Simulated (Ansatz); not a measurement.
# NO, doublet in 6-31G: errors against full CI

Geometry: a point of a stretch scan, not a stationary point.

| atom | x (Å) | y (Å) | z (Å) |
| --- | --- | --- | --- |
| N | 0.0000 | 0.0000 | 0.0000 |
| O | 0.0000 | 0.0000 | 1.3870 |

Basis 6-31G; Ansatz 0.2.0. Only valence electrons are correlated (noble-gas cores frozen), which leaves 11 electrons in 16 orbitals. R marks a restricted (for open shells ROHF) determinant, U an unrestricted one. Active spaces: valence = (11e, 8o) chosen from the atoms' valence shells.

Full CI is exact within this basis and frozen core; it isn't the basis-set limit. The frozen core follows each run's orbitals, which can shift R against U totals by a few meV.

Unrestricted rows (U) aren't spin-pure: their determinants' ⟨S²⟩ exceeds S(S+1) by up to 0.79, so they mix in states of higher spin.

The UHF ⟨S²⟩ is 1.541 and the T1 diagnostic (RCCSD) is 0.0550. The largest doubles amplitude (RCCSD) is 0.198 and the T1 diagnostic (UCCSD) is 0.1174.

Question: From what is known of these methods and the diagnostics, rank them by the size of their error in total energy against full CI in 6-31G, smallest first (an estimate: the text doesn't fix the numbers).
A. RMP2
B. BCCD(T)
C. RCCSD
D. UCCSDTQ
E. CASSCF (valence space)

Answer: D (0.24 kcal/mol), B (2.36 kcal/mol), A (3.54 kcal/mol), C (11.71 kcal/mol), E (69.90 kcal/mol).

All errors are against full CI in 6-31G. With T1 at 0.055 and a doubles amplitude of 0.20 one determinant is a poor start. The usual hierarchy is broken: RMP2 lies nearer than RCCSD.

The program itself flagged as in doubt: BCCD(T), RCCSD.

The full-CI state has the irrep B2 of C2v, in the program's axes (one component, if the state is degenerate).

Natural occupations of full CI about the gap: 1.974 1.943 1.931 1.839 1.032 0.164 0.068 0.016 0.012 0.009; effectively unpaired electrons, Σ n²(2−n)², 1.23.
